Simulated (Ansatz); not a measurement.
GaSi, quartet: the ladder up to full CI

Geometry: a PBE0/def2-TZVP stationary point for this spin.

```
atom   x (Å)   y (Å)   z (Å)
  Si  0.0000  0.0000  0.0000
  Ga  0.0000  0.0000  2.4181
```

Basis cc-pVDZ; Ansatz 0.2.0. Correlated methods freeze the noble-gas cores and the filled d shells of p-block atoms, which leaves 7 electrons in 26 orbitals. Prefix R: restricted or restricted open-shell reference; prefix U: unrestricted. Active spaces: valence = (7e, 8o) chosen from the atoms' valence shells. No spin–orbit coupling is included, and no scalar relativity.

Full CI is exact within this basis and frozen core; it isn't the basis-set limit. The frozen core follows each run's orbitals, which can shift R against U totals by a few meV for light atoms and by up to 0.1 eV past Ca.

- UHF ⟨S²⟩: 3.766
- T1 diagnostic (RCCSD): 0.0346
- largest doubles amplitude (RCCSD): 0.078

| level | E − E(full CI) (mEh) | share of correlation (%) | wall time |
| --- | --- | --- | --- |
| RHF | 135.93 | 0.00 | – |
| RMP2 | 34.75 | 74.44 | – |
| RCCSD | 7.31 | 94.62 | – |
| RCCSD(T) | 1.89 | 98.61 | 2.7 s |
| BCCD(T) | 1.88 | 98.62 | 2.8 s |
| RCCSDT | 0.43 | 99.69 | – |
| RCCSDT(Q) | 0.05 | 99.96 | 7 s |
| CASSCF (valence space) | 85.76 | 36.91 | – |
| NEVPT2 (valence space) | 20.28 | 85.08 | 3.7 s |
| MRCISD (valence space) | 4.83 | 96.45 | – |
| MRCISD+Q (valence space) | -0.86 | 100.63 | 4.5 s |

The correlation energy at full CI, counted from RHF, is -3.699 eV. That run took 2.7 min on 1 thread of Arm Neoverse V1, shared host over 5,352,180 determinants.

Run but not shown, since their state, orbitals or frozen core can't be matched to the reference's or they repeat it: UHF, UMP2, UCCSD, UCCSD(T), UCCSDT, UCCSDT(Q).

Times hold each run's SCF and search for its determinant on a shared host, so for small cases they say little of a method's own cost; they ran on 1 thread of Arm Neoverse V1.

Not variational, and here over 5 meV under the exact energy: MRCISD+Q (valence space).

The full-CI state has the irrep A2 of C2v, in the program's axes (one component, if the state is degenerate).

Natural occupations of full CI about the gap: 1.937 1.885 0.995 0.972 0.972 0.053 0.053 0.034 0.013 0.013; effectively unpaired electrons, Σ n²(2−n)², 3.09.
